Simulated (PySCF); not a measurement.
Task: What does the CAM-B3LYP/6-31G* structure of `c1ccco1` look like in three dimensions?

Result: 
Z-matrix in Å and degrees, rows numbered from 1:
```
C 
C   1  1.4330
C   2  1.3546  1  106.04
O   3  1.3563  2  110.52  1     0.01
C   1  1.3545  2  105.93  3    -0.00
H   1  1.0801  2  127.44  3   179.99
H   2  1.0801  1  127.37  3  -179.97
H   3  1.0788  2  133.69  1  -179.99
H   5  1.0787  1  133.66  2  -179.98
```

The 3 C–C bonds span 1.354 Å (C1–C5, aromatic) to 1.433 Å (C1–C2, aromatic), a spread of 0.079 Å. The 5 heavy atoms lie in one plane (0.000 Å rms). The 5-membered ring C1–C2–C3–O4–C5 has internal angles of 105.9° to 110.6° (sum 540°, against 540° for a flat polygon); it is planar, 0.00 Å rms from its mean plane, widest ring torsion 0°. O4 (furan-type oxygen) is bent (angle 106.9°).

Method used: PySCF 2.14.0, CAM-B3LYP/6-31G* geometry optimisation, gas phase.

Point group: C2v (every atom within 0.08 Å of its image). Whether it is a minimum is left open (no frequencies).
